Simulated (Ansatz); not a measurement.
`C1=CC1` + F• → `[CH]1C=C1`• + H–F at 298.15 K and 1 bar (hydrogen abstraction from a C–H bond).

Calculated with Ansatz (gas phase, PBE0-D4/def2-TZVP geometries, no zero-point term in ΔE). CBS: MP2 limit from def2 TZ/QZ plus the TZ coupled-cluster correction, frozen cores. This one scheme is used for every species, atoms too. No spin–orbit coupling; open shells (•) take unrestricted orbitals. Spin–orbit coupling would lower the free atoms: a little for F.

| species | CCSD(T)/CBS energy (Eh) | H − E (kJ/mol) | S (J/(mol·K)) |
| --- | --- | --- | --- |
| `C1=CC1` | -116.45901 | 159.0 | 242.5 |
| F• | -99.66871 | 6.2 | 160.5 |
| `[CH]1C=C1`• | -115.78748 | 123.5 | 252.5 |
| H–F | -100.39570 | 33.5 | 173.6 |

H − E and S are ideal-gas, rigid-rotor, harmonic terms from PBE0-D4/def2-TZVP, with the whole ground term of open shells counted as degenerate. 1 Eh = 2625.50 kJ/mol, R = 8.31446 J/(mol·K).

Question: By hand: ΔE, ΔH, ΔS and ΔG.

Answer: ΔE = (-115.78748) + (-100.39570) − (-116.45901) − (-99.66871) = -0.05546 Eh = -145.6 kJ/mol. Δ(H − E) = 123.5 + 33.5 − 159.0 − 6.2 = -8.2, so ΔH = -153.8 kJ/mol. ΔS = 252.5 + 173.6 − 242.5 − 160.5 = 23.1 J/(mol·K). ΔG = -153.8 − 298.15 × (23.1)/1000 = -160.7 kJ/mol.

Question: By hand: the equilibrium constant, and the temperature at which ΔG would vanish if ΔH and ΔS stayed fixed.

Answer: log₁₀ K = −ΔG/(RT ln 10) = 28.2. ΔH and −TΔS have one sign here, so there is no such temperature.

ΔH outweighs TΔS. A doubt of 5 kJ/mol in ΔE shifts log₁₀ K by 0.9 here. These are equilibria of isolated gas molecules and say nothing of rates. Largest T1 diagnostic: 0.012 (customary marks: 0.02 for closed shells, 0.045 for open ones).
